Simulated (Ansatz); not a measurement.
Relaxation of BClHS (4 atoms, charge -1, multiplicity 1), to a largest force component of 0.02 eV/Å in at most 50 steps.

Computed with Ansatz 0.2.0, UKS CAM-B3LYP-D4/6-31G.

```xyz
4
Properties=species:S:1:pos:R:3
S -1.577 -0.657 0.020
B -0.061 0.091 -0.081
Cl 1.461 -0.538 0.720
H -2.924 -0.900 -0.155
```

Q: Where does it end, and by what steps?

A: The forces met the threshold. Limits of this set-up: no polarisation functions, an anion without diffuse functions, the dipole of an ion depends on the origin. After 14 steps the energy has fallen by 2.828 eV; H4 moved furthest, 1.07 Å.

```json
{"step": "0", "energy less start (eV)": "0.0000", "largest force component (eV/Å)": "3.591", "accepted": "yes"}
{"step": "1", "energy less start (eV)": "-0.9476", "largest force component (eV/Å)": "1.658", "accepted": "yes"}
{"step": "2", "energy less start (eV)": "-1.4841", "largest force component (eV/Å)": "1.121", "accepted": "yes"}
{"step": "3", "energy less start (eV)": "-1.7834", "largest force component (eV/Å)": "1.289", "accepted": "yes"}
{"step": "4", "energy less start (eV)": "-2.0793", "largest force component (eV/Å)": "1.380", "accepted": "yes"}
{"step": "5", "energy less start (eV)": "-2.1275", "largest force component (eV/Å)": "1.347", "accepted": "yes"}
{"step": "6", "energy less start (eV)": "-2.3019", "largest force component (eV/Å)": "2.083", "accepted": "yes"}
{"step": "7", "energy less start (eV)": "-2.5993", "largest force component (eV/Å)": "0.355", "accepted": "yes"}
{"step": "8", "energy less start (eV)": "-2.7243", "largest force component (eV/Å)": "0.398", "accepted": "yes"}
{"step": "9", "energy less start (eV)": "-2.8021", "largest force component (eV/Å)": "0.342", "accepted": "yes"}
{"step": "10", "energy less start (eV)": "-2.8208", "largest force component (eV/Å)": "0.403", "accepted": "yes"}
{"step": "11", "energy less start (eV)": "-2.8187", "largest force component (eV/Å)": "0.256", "accepted": "no"}
{"step": "12", "energy less start (eV)": "-2.8274", "largest force component (eV/Å)": "0.028", "accepted": "yes"}
{"step": "13", "energy less start (eV)": "-2.8250", "largest force component (eV/Å)": "0.062", "accepted": "no"}
{"step": "14", "energy less start (eV)": "-2.8278", "largest force component (eV/Å)": "0.002", "accepted": "yes"}
```

```xyz
4
Properties=species:S:1:pos:R:3
S -1.912 -0.140 -0.418
B 0.009 0.444 -0.342
Cl 0.868 -1.025 0.915
H -2.067 -1.282 0.349
```

The run took 25 s on 1 CPU thread of a shared host.
